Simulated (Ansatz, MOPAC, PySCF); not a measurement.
Species: C3H2N, charge 0, multiplicity 2. SMILES: N#CC=[CH]
Geometry from a B3LYP-D3(BJ)/def2-TZVP (Ansatz, an electronic-structure program) optimisation:
```xyz
6

C     -0.1219    -1.6907     0.0222
C      0.5422    -0.5603     0.0115
C     -0.0782     0.7252    -0.0104
H      0.1085    -2.7434     0.0381
H      1.6343    -0.5565     0.0193
N     -0.5422     1.7793    -0.0281
```
Charge 0, spin multiplicity 2.

Quantity: size of the dipole moment, in D. Conventions: UHF or UKS for open shells; six Cartesian d functions in 6-31G* and its kin unless marked 5d; non-relativistic; no dispersion term unless named; PM7 with its own dispersion and hydrogen-bond terms; spin-orbit terms left out. First-principles rows: single points at B3LYP-D3(BJ) geometries (Ansatz). Semi-empirical rows: dipoles at the shared geometry.

```
level             program  size of the dipole moment (D)
----------------  -------  -----------------------------
PM7                 MOPAC                           4.32
MNDO                MOPAC                           3.30
SVWN5/6-31G*       Ansatz                           4.13
PBE/6-31G*         Ansatz                           4.04
BP86/6-31G* (5d)    PySCF                           4.06
B3LYP/6-31G*       Ansatz                           4.16
B3LYP/6-31+G*      Ansatz                           4.36
```

No value to compare with is used here. The 7 habitual levels span 3.30 (MNDO) to 4.36 D (B3LYP/6-31+G*).

The levels are drawn from those run, B3LYP/6-31G* more often than the rest, none by its result; runs whose electronic state is in doubt are left out.
